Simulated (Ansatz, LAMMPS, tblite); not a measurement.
## How well does each level of theory give the LO phonon frequency at L of diamond?

Reference value: 1241 cm⁻¹ (measured, temperature not stated, no zero-point or thermal correction, our sources range from 1234 to 1254; as tabulated in Yang et al. (2021), arXiv:2106.07201).

Question: Put these levels in order of the LO phonon frequency at L that they give for diamond, smallest first: COMB comb3 (LAMMPS), GFN1-xTB (tblite), PBE0 (Ansatz, a first-principles code).

Answer: GFN1-xTB (1209 cm⁻¹), PBE0 (1298 cm⁻¹), COMB comb3 (1498 cm⁻¹)

Unless a cell is named, each level is at its own relaxed cell (COMB comb3 5.58, GFN1-xTB 5.57, PBE0 5.57 Å³/atom).

Differences against the reference: COMB comb3 +21 %, GFN1-xTB -2.6 %, PBE0 +4.6 %.

The reference isn't brought to a static lattice, while the calculations are for one, so the differences are not the levels' errors alone.  GFN1-xTB: the method was fitted mainly to molecules. GFN1-xTB: the run uses a supercell at the zone centre in place of a k mesh. Each level is taken at its own relaxed cell. Ansatz's density-functional and Hartree–Fock values are scalar-relativistic unless marked +SOC, with PAW data made under PBE.

Empirical potentials (COMB comb3) are fitted to chosen data: where that held the value shown, agreement is built in, and what lay outside the fit can be far off.

Differences are worked out from the printed values.
